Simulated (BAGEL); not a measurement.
# CHF2N (SMILES N=C(F)F): a chain of runs

We compute a single-point energy (HF/cc-pVDZ), then a geometry optimisation (CASSCF(2,2)/cc-pVDZ) of CHF2N. 

Program for the calculation: BAGEL 1.2.2.

1 further run of the same task is left out (it didn't finish).

### 1 Starting point

CHF2N has 5 atoms, charge 0, and is taken as a singlet. As SMILES, `N=C(F)F`. The shape comes from a force field and isn't a relaxed structure.

Bond lengths: N1–C2 1.244 Å, C2–F3 1.307 Å, C2–F4 1.290 Å, N1–H5 1.083 Å. Angles: N1–C2–F3 119.0°, N1–C2–F4 121.1°, F3–C2–F4 119.8°, C2–N1–H5 105.8°.

### 2 A single-point energy at HF/cc-pVDZ (density fitting with cc-pvdz-jkfit) (run 1)

input.json reads:

```json
{ "bagel" : [

{
  "title" : "molecule",
  "basis" : "cc-pvdz.json",
  "df_basis" : "cc-pvdz-jkfit",
  "geometry" : [
    { "atom" : "N", "xyz" : [  0.31690707,  1.76368139,  0.21297213 ] },
    { "atom" : "C", "xyz" : [  0.19426385, -0.58165770,  0.33126899 ] },
    { "atom" : "F", "xyz" : [  1.40123192, -1.75423276,  2.13879203 ] },
    { "atom" : "F", "xyz" : [ -0.96319341, -1.86931708, -1.38422439 ] },
    { "atom" : "H", "xyz" : [ -0.85491210,  2.30244231, -1.37704343 ] }
  ]
},
{ "title" : "hf" },
{ "title" : "print", "file" : "orbitals.molden", "orbitals" : true }

]}
```

The basis set cc-pVDZ is read from a file made from the Basis Set Exchange's data (not shown).

Launch:

```
$ BAGEL_NUM_THREADS=1 BAGEL input.json > input.out
```

Output:

```text
* using 1 threads per process

  ===============================================================
  ===============================================================

  *** Geometry ***

  { "atom" : "N", "xyz" : [      0.316907,      1.763681,      0.212972 ] },
  { "atom" : "C", "xyz" : [      0.194264,     -0.581658,      0.331269 ] },
  { "atom" : "F", "xyz" : [      1.401232,     -1.754233,      2.138792 ] },
  { "atom" : "F", "xyz" : [     -0.963193,     -1.869317,     -1.384224 ] },
  { "atom" : "H", "xyz" : [     -0.854912,      2.302442,     -1.377043 ] },

  Number of auxiliary basis functions:      303

  Since a DF basis is specified, we compute 2- and 3-index integrals:
    o Being stored without compression. Storage requirement is 0.009 GB

  Number of basis functions:       61
  Number of electrons      :       32

    * METHOD: MOLECULE                             0.08

  *** RHF ***

  === Nuclear Repulsion ===
   120.0674852203

      * DIIS with orbital gradients will be used.

  === RHF iteration (cc-pvdz.json) ===
      0       -291.52043397          0.02476005           0.02
      1       -291.67464830          0.01728580           0.02
      2       -291.76100314          0.00179511           0.02
      3       -291.76290693          0.00068717           0.02
      4       -291.76318274          0.00024940           0.02
      5       -291.76324070          0.00012520           0.02
      6       -291.76325115          0.00004246           0.02
      7       -291.76325302          0.00001319           0.02
      8       -291.76325311          0.00000521           0.02
      9       -291.76325312          0.00000147           0.02
     10       -291.76325312          0.00000053           0.02
     11       -291.76325312          0.00000019           0.02
     12       -291.76325312          0.00000008           0.02
     13       -291.76325312          0.00000003           0.02
     14       -291.76325312          0.00000001           0.02
     15       -291.76325312          0.00000001           0.02
    * SCF iteration converged.

    * Permanent dipole moment:
           (    0.417177,     0.259055,     0.495618) a.u.

    * METHOD: HF                                   0.31

    * METHOD: PRINT                                0.01

  ===============================================================
```

Wall time 0.66 s (1 thread of Intel Xeon Platinum 8488C (Sapphire Rapids), shared host).

### 3 A structure relaxation at CASSCF(2,2)/cc-pVDZ (density fitting with cc-pvdz-jkfit, 2 states averaged, root 2) (run 2)

job.json reads:

```json
{ "bagel" : [

{
  "title" : "molecule",
  "basis" : "cc-pvdz.json",
  "df_basis" : "cc-pvdz-jkfit",
  "geometry" : [
    { "atom" : "N", "xyz" : [  0.31690707,  1.76368139,  0.21297213 ] },
    { "atom" : "C", "xyz" : [  0.19426385, -0.58165770,  0.33126899 ] },
    { "atom" : "F", "xyz" : [  1.40123192, -1.75423276,  2.13879203 ] },
    { "atom" : "F", "xyz" : [ -0.96319341, -1.86931708, -1.38422439 ] },
    { "atom" : "H", "xyz" : [ -0.85491210,  2.30244231, -1.37704343 ] }
  ]
},
{ "title" : "hf" },
{
  "title" : "optimize",
  "target" : 1,
  "internal" : false,
  "maxiter" : 40,
  "method" : [
    {
      "title" : "casscf",
      "nstate" : 2,
      "nact" : 2,
      "nclosed" : 15,
      "active" : [16, 17],
      "maxiter" : 200,
      "natocc" : true
    }
  ]
}

]}
```

The basis set cc-pVDZ is read from a file made from the Basis Set Exchange's data (not shown).

Launch:

```
$ BAGEL_NUM_THREADS=1 BAGEL job.json > job.out
```

Output:

```text
* using 1 threads per process

  ===============================================================
  ===============================================================

  *** Geometry ***

  { "atom" : "N", "xyz" : [      0.316907,      1.763681,      0.212972 ] },
  { "atom" : "C", "xyz" : [      0.194264,     -0.581658,      0.331269 ] },
  { "atom" : "F", "xyz" : [      1.401232,     -1.754233,      2.138792 ] },
  { "atom" : "F", "xyz" : [     -0.963193,     -1.869317,     -1.384224 ] },
  { "atom" : "H", "xyz" : [     -0.854912,      2.302442,     -1.377043 ] },

  Number of auxiliary basis functions:      303

  Since a DF basis is specified, we compute 2- and 3-index integrals:
    o Being stored without compression. Storage requirement is 0.009 GB

  Number of basis functions:       61
  Number of electrons      :       32

    * METHOD: MOLECULE                             0.07

  *** RHF ***

  === Nuclear Repulsion ===
   120.0674852203

      * DIIS with orbital gradients will be used.

  === RHF iteration (cc-pvdz.json) ===
      0       -291.52043397          0.02476005           0.02
      1       -291.67464830          0.01728580           0.02
      2       -291.76100314          0.00179511           0.02
      3       -291.76290693          0.00068717           0.02
      4       -291.76318274          0.00024940           0.02
      5       -291.76324070          0.00012520           0.02
[... 8 lines of this table left out ...]
     14       -291.76325312          0.00000001           0.02
     15       -291.76325312          0.00000001           0.02
    * SCF iteration converged.

    * Permanent dipole moment:
           (    0.417177,     0.259055,     0.495618) a.u.

    * METHOD: HF                                   0.33

    * Use approximate Hessian for optimization
  ---------------------------
      CASSCF calculation
  ---------------------------

    ==== Active orbitals : =====
         Orbital 16
         Orbital 17
    ============================

    * nstate   :      2
    * nclosed  :     15
    * nact     :      2
    * nvirt    :     44
  === CASSCF iteration (cc-pvdz.json) ===

    * Using the second-order algorithm

      0  0      -291.77763270     6.33e-03      0.01
      0  1      -291.35236857     0.00e+00      0.01

      1  0      -291.77422163     1.63e-03      0.12
      1  1      -291.37453131     0.00e+00      0.12

[... 30 lines of this table left out ...]
     12  0      -291.75040902     3.01e-07      0.09
     12  1      -291.48727097     0.00e+00      0.09

[... 87 further lines ...]
  * Gradient computed with                              1.12

  === Convergence status ===

                         Maximum     Tolerance   Converged?
  * Gradient            0.154708      0.000300           No
  * Displacement        0.143608      0.001200           No
  * Energy change    -291.487271      0.000001           No

  *** Geometry optimization started ***
     iter         energy               grad rms       time

      1       -291.48727125          0.07450831        2.71
      2       -291.51455831          0.04532174        3.10
      3       -291.53177372          0.03528443        2.64
      4       -291.50845492          0.03749851        5.01
      5       -291.44213704          0.14142680        9.41
      6       -291.44949434          0.07893486        4.29
[... 31 lines of this table left out ...]
     38       -291.45379595          0.03733129        2.13
     39       -291.44616379          0.03397457        1.84

  *** Geometry ***

  { "atom" : "N", "xyz" : [      0.362604,      2.733644,      0.187103 ] },
  { "atom" : "C", "xyz" : [      0.155020,     -0.570389,      0.513485 ] },
  { "atom" : "F", "xyz" : [      2.128556,     -1.971705,      0.159338 ] },
  { "atom" : "F", "xyz" : [     -1.717300,     -2.273664,      0.505164 ] },
  { "atom" : "H", "xyz" : [     -0.698282,      1.041455,     -1.478669 ] },

    * METHOD: OPTIMIZE                           130.79

  ===============================================================
```

Wall time 2.2 min (1 thread of Intel Xeon Platinum 8488C (Sapphire Rapids), shared host).

No converged result was reached.

### 4 Summary of results

| quantity | value |
| --- | --- |
| run 1, HF/cc-pVDZ: total energy | -291.76325 Eh |
| run 1, HF/cc-pVDZ: dipole moment | 1.77 D |
| run 1, HF/cc-pVDZ: HOMO energy | -12.46 eV |
| run 1, HF/cc-pVDZ: LUMO energy | 5.18 eV |
| run 1, HF/cc-pVDZ: HOMO–LUMO gap | 17.64 eV |
| run 2, CASSCF(2,2)/cc-pVDZ | no result (not converged) |

1 of the 2 runs did not end normally.
